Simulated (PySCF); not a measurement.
## Potential energy of LiS along the bond

Set-up: Li 6-311G(d,p), S 6-311G(d,p); no relativity (PySCF 2.14). Energies in eV from Li + S in their ground configurations at the same level. All curves are PBE0. state 1: ²Π (doublet), unpaired electrons π ↑; state 2: ²Σ⁺ (doublet), unpaired electrons σ ↑, a second solution, started from another occupation; state 3: ⁴Σ⁻ (quartet), unpaired electrons σ ↑, π ↑↑, a second solution, started from another occupation.

| R (Å) | state 1 | state 2 | state 3 |
| --- | --- | --- | --- |
| 1.854 | -2.660 | -2.271 | 1.1770 |
| 1.940 | -2.916 | -2.420 | 0.7784 |
| 2.027 | -3.059 | -2.483 | 0.4943 |
| 2.091 | -3.110 | -2.488 | 0.3376 |
| 2.156 | -3.124 | -2.467 | 0.2180 |
| 2.221 | -3.110 | -2.424 | 0.1278 |
| 2.307 | -3.055 | -2.342 | 0.0422 |
| 2.415 | -2.948 | -2.214 | -0.0248 |
| 2.544 | -2.780 | -2.035 | -0.0668 |
| 2.717 | -2.523 | -1.780 | -0.0861 |

Q: Put a parabola through the three lowest points of the state 1 curve and estimate Re, k and ωe (reduced mass 5.753 u; 1 eV/Å² = 0.16022 mdyn/Å; ωe = 1302.8·√(k/μ) cm⁻¹).

A: Through R = 2.091, 2.156, 2.221 Å the second-order coefficient is 3.31 eV/Å², so Re ≈ 2.156 Å, k ≈ 1.06 mdyn/Å and ωe ≈ 560 cm⁻¹. A polynomial fit of higher order to the unrounded PBE0 energies gives Re = 2.153 Å, k = 1.12 mdyn/Å, ωe = 575 cm⁻¹; anharmonicity and rounding make the difference.

The higher-order fit for each curve: state 1: Re = 2.153 Å, ωe = 575 cm⁻¹, De = 3.12 eV; state 2: Re = 2.070 Å, ωe = 576 cm⁻¹, minimum 2.49 eV below the ground-state fragments; state 3: Re = 2.785 Å, ωe = 145 cm⁻¹, minimum 0.087 eV below the ground-state fragments.

Counting both spins, an empty level lies below a filled one in some of these solutions, because spin and occupation are held. The state is the lowest determinant that a PBE0 search found; another state may lie lower at other levels.
